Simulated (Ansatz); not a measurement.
## A Morse fit to a bond in H₂Al–C, quartet, and a point to predict

Starting geometry (PBE0/def2-TZVP stationary point for this spin, which needn't be the lowest; state A2):

```xyz
4

Al    0.0000    0.0000    0.5276
C     0.0000    0.0000   -1.3972
H     0.0000    1.3990    1.2626
H     0.0000   -1.3990    1.2626
```

Atom C2 moves along the line of the distance Al1-C2, all else staying in place. Energies are in eV from the starting point at each level.

Basis 6-31G; Ansatz 0.2.0. Only valence electrons are correlated (noble-gas cores frozen).

Full CI is exact within this basis and frozen core; it isn't the basis-set limit.

| distance Al1-C2 (Å) | full CI |
| --- | --- |
| 1.504 | 3.264 |
| 1.702 | 0.794 |
| 1.925 | 0.000 |
| 2.110 | 0.065 |
| 2.374 | ? |
| 2.632 | 1.229 |
| 3.033 | 2.033 |
| 3.571 | 2.535 |
| 4.150 | 2.674 |
| 5.120 | 2.721 |
| 6.639 | 2.730 |

A Morse curve E(r) = E0 + De (1 − exp(−a (r − re)))² is laid through the three points about the minimum (1.702, 1.925, 2.110 Å), with E0 + De set to the last point:

```
  level  re (Å)  a (1/Å)  E0 (eV)  De (eV)  k = 2 De a² (eV/Å²)
full CI   1.982    1.552   -0.024    2.754                 13.3
```

**Question.** Use the full-CI fit to predict the withheld energy at 2.374 Å.

**Answer.** exp(−1.552 × (2.374 − 1.982)) = 0.5442; E = -0.024 + 2.754 × (1 − 0.5442)² = 0.548 eV. Full CI in 6-31G gives 0.595 eV, so the Morse form is 0.047 eV too low there (1.7 % of De). At the other points past the fit it misses by up to 0.28 eV (at 3.033 Å), so the curve isn't Morse-like throughout.

De here is the energy of pulling rigid fragments apart in this basis, without relaxation or zero-point terms. The set has no polarisation functions, so bonds come out too long and too weak, most of all with atoms from Na to Ar.
